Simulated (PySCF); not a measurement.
Redox energetics: 1,4-cyclohexadiene

Molecule: 1,4-cyclohexadiene, `C1=CCC=CC1` (C6H8). Numbering: `[CH:1]1=[CH:2][CH2:3][CH:4]=[CH:5][CH2:6]1` These are map numbers, not IUPAC locants.

Level of theory: ωB97X-D3(BJ)/ma-def2-SVP single points in PySCF, grid level 2; every species was optimised with PBE0-D3(BJ)/def2-SVP. ωB97X-D3(BJ) is ωB97X-V with D3(BJ) in place of VV10. Thermal corrections: GFN2-xTB frequencies, unscaled, ideal gas at 298.15 K and 1 bar, quasi-RRHO entropy. These were taken at the GFN2-xTB minima.

Frontier levels of the parent: HOMO -8.98 eV, LUMO 1.89 eV.

Oxidation to the radical cation:
* Vertical ionisation energy (electronic): 8.91 eV
* Adiabatic ionisation energy (with zero-point energy): 8.65 eV
* Adiabatic, electronic part: 8.76 eV
* Vertical gap at the product's structure: 8.52 eV
* Inner reorganisation energy (four-point): 384 meV
* Relaxation of product / of parent: 152 / 232 meV
* ⟨S²⟩ of the product: 0.754
* Largest spin populations: C4 0.18, C1 0.18, C5 0.18, C2 0.18
* Largest changes of atomic charge: C4 0.10, C1 0.10, C5 0.10, C2 0.10
* Distances that move most (Å): C4–C5 1.336 → 1.367; C1–C2 1.336 → 1.367; C5–C6 1.498 → 1.469; C2–C3 1.498 → 1.469
* Potential in DMSO: 6.36 V absolute (solvation -9 → -228 kJ/mol)

Vertical electron affinity to the radical anion: -1.85 eV. The extra electron is not bound at this structure, the number hangs on the basis, and the ion was not relaxed.

Solvents are IEF-PCM continua (electrostatics only, gas-phase structures); absolute potentials refer to an electron at rest in vacuum.

Measured values (NIST Chemistry WebBook, evaluated or the median of agreeing entries): adiabatic ionisation energy 8.82 eV (computed 8.65, difference -0.17).

Caveats: ma-def2-SVP is a small basis, whose errors can reach tens of kJ/mol.
